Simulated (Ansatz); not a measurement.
fcc Al, treated with PBEsol in Ansatz (plane waves, PAW).

A relaxed, unreconstructed slab of the (210) face has 20 atoms, two equal faces of 18.024 Å² each and an energy of -10488.2833 eV. A bulk cell of 10 atoms with the same orientation and in-plane k mesh has -5245.4912 eV. Energies are extrapolated to zero smearing.

Numerical settings: plane-wave cutoff 500 eV, 16×16×1 k mesh (along the axes of the cell as run), Fermi–Dirac smearing 0.1 eV, scalar-relativistic PAW data made under PBE.

Worked out: γ = (E_slab − N E_bulk per atom)/2A = [-10488.2833 − 20 × (-5245.4912/10)]/(2 × 18.024) = 0.0749 eV/Å². With 16.022 J/m² per eV/Å² this is 1.20 J/m², or 1.35 eV per surface cell and face.

Ansatz is a quantum-chemistry and plane-wave program.
